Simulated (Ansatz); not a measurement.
This Ansatz (a quantum-chemistry and plane-wave program) input (HF/aug-cc-pVTZ) gives -187.92692 Eh with 161 basis functions. A basis named .json is the Basis Set Exchange file of that set (core-valence sets with the plain set on hydrogen).

Ansatz 0.2 input:
```yaml
crystal:
  periodic: [false, false, false]
  atoms:
    - {symbol: C, position_ang: [-0.00765201, 0.00466428, -0.11016720]}
    - {symbol: O, position_ang: [0.06716463, -0.04072056, 1.10546523]}
    - {symbol: O, position_ang: [0.01590056, -0.01200809, -1.23171942]}
    - {symbol: H, position_ang: [-0.61860949, 0.39384354, 1.67103665]}
basis:
  gaussian:
    orbitals: aug-cc-pVTZ
    fitting: {mean_field: cc-pVTZ-JKFIT.json}
hamiltonian:
  xc: {name: HF}
total_charge: 1
magnetization: {spin_polarized: false}
```

Change:
```diff
- fitting: {mean_field: cc-pVTZ-JKFIT.json}
+ fitting: {mean_field: cc-pV5Z-JKFIT.json}
```

What does the run give now?

-187.92707 Eh (HF/aug-cc-pVTZ, 161 functions), a change of -0.15 mEh.
